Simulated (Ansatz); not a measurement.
# CHOSi: the cost of one run

Program: Ansatz 0.2.0, Gaussian basis. Level of theory: def2-TZVPP, core rule «outside noble gas», up to 7 orbitals frozen. These are calculated values, not measurements.

Plan: UHF; ROHF; CCSD(T) on UHF.

**1. What is computed**

The geometry is a PBE0/def2-TZVP stationary point (not a proven minimum).

4 atoms, charge 0, spin multiplicity 4.

Atoms are counted from 1 here; the program's logs count them from 0.

Bond lengths: C1–O2 1.268 Å, O2–Si3 1.699 Å, Si3–H4 1.496 Å. Angles: C1–O2–Si3 139.4°, O2–Si3–H4 117.6°.

**2. UHF**

in.yaml

```yaml
crystal:
  periodic: [false, false, false]
  atoms:
    - {symbol: C, position_ang: [0.000000, 0.333035, 1.722367]}
    - {symbol: O, position_ang: [0.000000, -0.312160, 0.630489]}
    - {symbol: Si, position_ang: [0.000000, -0.015246, -1.042169]}
    - {symbol: H, position_ang: [0.000000, 1.411369, -1.492570]}
basis:
  gaussian: {orbitals: def2-TZVPP}
magnetization: {spin_polarized: true, initial_magnetization: 3}
hamiltonian: {xc: hf}
output: {orbitals: {seedname: orbitals}}
```

On the command line:

```console
$ ansatz run in.yaml --threads 1 --pin off --events-out ev --progress --plain --max-ram 4096MiB --backend cpu
```

**Question.** How long does this run take on 1 thread of AMD EPYC 7R13, shared host, and how much memory does it need?

About 5.5 s, with a peak of 0.28 GiB.
